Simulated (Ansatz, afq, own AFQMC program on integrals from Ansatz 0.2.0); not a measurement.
# SiGeH$_{2}$⁺, doublet: AFQMC among the cluster methods

```yaml
atoms:
  - { symbol: Si, position_ang: [0.0000, 0.0000, 1.5778] }
  - { symbol: Ge, position_ang: [0.0000, 0.0000, -0.6770] }
  - { symbol: H, position_ang: [0.0000, 1.2330, 2.4116] }
  - { symbol: H, position_ang: [0.0000, -1.2330, 2.4116] }
```

Connectivity, by distances: SiH2–Ge.

Basis cc-pVDZ. Only valence electrons are correlated. Integrals, coupled cluster, full CI and functionals: Ansatz 0.2.0; the random walks run on the same integrals in our own AFQMC program. The CISD trial takes its coefficients from CCSD amplitudes. Released means that phaseless walkers are propagated on without the constraint, phases kept. Uncertainties: one standard error, sampling alone. No spin–orbit coupling.

Determinant: UHF, the one that the program's search chose, which needn't be the lowest solution. The geometry is a PBE0/def2-TZVP stationary point of this or a neighbouring charge and spin state.

No full CI on the walks' own integrals is used here; CCSDT(Q) serves as the reference and is uncertain by about the last step of the cluster series.

Cautions: no relativity below Rb; no spin-orbit coupling; inner d shell frozen; the determinant is a saddle point among determinants of its kind; the released energies move by 1.5 errors or more from one time to the next, so no released level is given (meV from the phaseless value at times in 1/Eh: -8 ± 10 at 0.24, -14 ± 11 at 0.51, -15 ± 12 at 0.99, -1 ± 10 at 1.62, -23 ± 11 at 2.40), though the last usable value meets CCSDT(Q) within the noise.

```
T1 diagnostic                               : 0.0191
weight of the determinant in the CISD state : 0.875
⟨S²⟩ of the determinant                     : 0.759
size of the correlated space                : 9 electrons in 36 orbitals
```

Reference: CCSDT(Q), correlation energy -4.803 eV.

| level | E − E(reference) (kcal/mol) | share of correlation (%) |
| --- | --- | --- |
| HF | 110.76 | 0.00 |
| MP2 | 27.72 | 74.98 |
| CCSD | 4.11 | 96.29 |
| CCSD(T) | 0.96 | 99.14 |
| CCSDT | 0.16 | 99.86 |
| ph-AFQMC/CISD | 0.46 ± 0.20 | 99.58 |

A walk keeps the symmetry of its determinant, which the program's search chose and which needn't be the lowest solution, so a lower state of the same spin and another symmetry isn't excluded.
